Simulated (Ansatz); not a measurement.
Results of r²SCAN+SOC (PAW; Ansatz, a first-principles code) for fluorite CeO2.

Run with plane-wave cutoff 560 eV, 12×12×12 k mesh, Fermi–Dirac smearing 0.01 eV, PAW data made under PBE.

Results at a series of volumes:

```csv
V (Å³/atom),E − E_lowest (meV/atom),P (GPa)
12.586,32.25,13.59
12.854,13.80,8.57
13.121,3.33,4.05
13.389,0.00,0.00
13.657,3.09,-3.63
13.925,11.94,-6.90
14.193,25.96,-9.83
```

**Question.** Estimate the bulk modulus from the pressures at 13.121 and 13.657 Å³/atom, and compare it with a fit to all energies.

**Answer.** B = −V dP/dV. Between V = 13.121 and 13.657 Å³/atom, dP/dV = (-3.63 − (4.05))/(13.657 − 13.121) = -14.3 GPa per Å³/atom; at the midpoint 13.389 Å³/atom this gives B ≈ 192 GPa. The third-order Birch–Murnaghan fit gives V0 = 13.389 Å³/atom, B0 = 192 GPa, B′ = 4.4, which lies within 1 % of that estimate.

Measured, for comparison: bulk modulus 220 ± 9 GPa (room temperature, not corrected to a static lattice, our sources range from 220 to 230; as tabulated in High Pressure Brillouin Spectroscopy and X-ray Diffraction of Cerium Dioxide …); equilibrium volume per atom 13.06 Å³/atom (0 K, extrapolated to 0 K; as tabulated in Stimac et al. (2024), arXiv:2411.06536). Computed (rounded) less measured: bulk modulus -13 % (-13 % to -17 % over the range), equilibrium volume per atom +2.5 %.

Computed values are for the static lattice.

It cost about 9 core-minutes (a rough figure) of CPU time.
